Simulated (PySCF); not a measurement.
1-methylcyclopropene, C₄H₆.
Bonds: C1–C2, C2–C3 (double), C3–C4, C2–C4. Hydrogens: H5, H6, H7 on C1; H8 on C3; H9, H10 on C4.

The closed-shell ground state was solved at several levels (PySCF, density fitting, gas phase, non-relativistic). Geometry: PBE0-D3(BJ)/def2-TZVP; no solvent, vibrations or thermal averaging.

```tsv
level	basis functions	total energy (Eh)	HOMO (eV)	LUMO (eV)	gap (eV)	dipole (D)
wB97X-D/aug-cc-pVTZ	322	-155.9427	-8.65	0.88	9.53	0.93
CAM-B3LYP/aug-cc-pVTZ	322	-155.9044	-8.16	0.29	8.45	0.92
PBE0/aug-cc-pVTZ	322	-155.8046	-6.82	-0.01	6.81	0.94
```

(1) What might PBE0/pcSseg-2 (228 basis functions) give for the same quantities?

(2) Over all these levels, which gives the widest orbital gap and which the narrowest?

(3) How far do the dipole and the HOMO energy spread over the levels?

Answers

(1) Total energy -155.8075 Eh, HOMO -6.83 eV, LUMO 0.46 eV, gap 7.29 eV, dipole 0.93 D.

(2) wB97X-D/aug-cc-pVTZ (range-separated hybrid) has the widest, 9.53 eV, and PBE0/aug-cc-pVTZ (global hybrid, 25 % exact exchange) the narrowest, 6.81 eV. The two share the basis. From the narrowest to the widest the HOMO moves by -1.83 eV and the LUMO by +0.89 eV.

(3) The dipole runs from 0.92 to 0.94 D (mean 0.93 D) and the HOMO from -8.65 to -6.82 eV.

The pairwise dispersion term of wB97X-D wasn't added to the energies; at a given geometry it leaves orbitals and properties as they are.
